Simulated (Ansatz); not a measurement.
Structure relaxation of Al₃O₂

The calculation used DFT PBE, scalar-relativistic, plane waves, PAW in Ansatz. Cutoff 420 eV, Γ-centred k mesh, Gaussian smearing, no spin polarisation in the final step.

The start is a random cell of Al₃O₂ without symmetry, drawn with lower limits on the distances.

```
Al O
1.0
     4.24210    0.00000    0.00000
     0.71626    4.86612    0.00000
    -1.58975   -1.09662    3.39239
Al O
3 2
Direct
  0.71960 0.85881 0.75727
  0.90033 0.46790 0.89967
  0.08640 0.97441 0.50369
  0.11321 0.36301 0.69048
  0.53054 0.90273 0.15065
```

Cell and atoms relax at zero pressure; the relaxation can't lower the symmetry of the start. After a coarse first stage the cell is made exact in the group found at 0.06 Å.

Formation energies are uncorrected and refer to the elements' standard structures at the same level (O₂ as a molecule).

Describe the relaxed structure.

It ends in Cm (No. 8). Conventional cell: a = 11.140 Å, b = 2.817 Å, c = 4.514 Å, β = 101.6°. Around Al on Wyckoff site a (1 atom of the primitive cell) lie 2 O at 1.83 Å; Al on Wyckoff site a (1 atom of the primitive cell) has 3 O at 1.84–1.87 Å; around Al on Wyckoff site a (1 atom of the primitive cell) lie 1 O at 1.85 Å; O on Wyckoff site a (1 atom of the primitive cell) has 3 Al at 1.84–1.85 Å; O on Wyckoff site a (1 atom of the primitive cell) is coordinated by 3 Al at 1.83–1.87 Å.

Space group Cm (No. 8). a = 11.140 Å, b = 2.817 Å, c = 4.514 Å, α = 90.00°, β = 101.61°, γ = 90.00°
| atom | site | symmetry | x | y | z |
| --- | --- | --- | --- | --- | --- |
| Al | 2a | m | 0.2939 | 0.5000 | 0.9372 |
| Al | 2a | m | 0.1687 | 0.0000 | 0.4180 |
| Al | 2a | m | 0.0072 | 0.5000 | 0.8071 |
| O | 2a | m | 0.0854 | 0.5000 | 0.2084 |
| O | 2a | m | 0.2933 | 0.0000 | 0.1962 |

What are its volume, energy, density and gap?

The volume per atom is 13.88 Å³. The density is 2.70 g/cm³ and the energy over the elements is -1.59 eV/atom. The gap on the 14×8×8 mesh is 0 eV (a metal).

The final run used a 14×8×8 mesh on its 5-atom cell and 0.10 eV smearing. For metals, differences of a few meV/atom aren't resolved. A structure relaxed within its symmetry needn't be a true minimum. The steps took about 6 core-minutes in all.